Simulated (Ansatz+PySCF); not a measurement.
The numbers below are computed, except where a source is named.
A run of PySCF 2.14.0 on doublet C3H5 at this shape:

| atom | x (Å) | y (Å) | z (Å) |
| --- | --- | --- | --- |
| H | 0.8821 | -0.3887 | -1.6712 |
| C | 0.0000 | -0.0320 | -1.1303 |
| C | 0.0000 | -0.5044 | 0.2604 |
| C | 0.0000 | -0.0601 | 1.4370 |
| H | 0.0000 | -0.7104 | 2.3076 |
| H | 0.0000 | 1.0684 | -1.1742 |
| H | -0.8821 | -0.3887 | -1.6712 |
| H | 0.0000 | 1.0160 | 1.6418 |

Its results:

- Converged: yes
- Reference energy: -116.47282 hartree
- Correlation energy: -0.46352 hartree
- Total energy: -116.93634 hartree
- Spin squared of the determinant: 0.845

(1) Which input gives this output? Name the method, the orbitals and the basis set, and write the input.

Answers

(1) UHF-MP2 in cc-pVTZ.

```python
from pyscf import gto, scf, mp

mol = gto.M(atom="""
H 0.882150 -0.388720 -1.671170
C 0.000000 -0.032040 -1.130350
C 0.000000 -0.504380 0.260420
C 0.000000 -0.060100 1.437010
H 0.000000 -0.710440 2.307610
H 0.000000 1.068440 -1.174150
H -0.882150 -0.388720 -1.671170
H 0.000000 1.015970 1.641800
""", basis='cc-pvtz', charge=0, spin=1)
mf = scf.UHF(mol)
mf.kernel()
pt = mp.MP2(mf, frozen=3).run()
print(mf.e_tot, pt.e_corr, pt.e_tot)
```
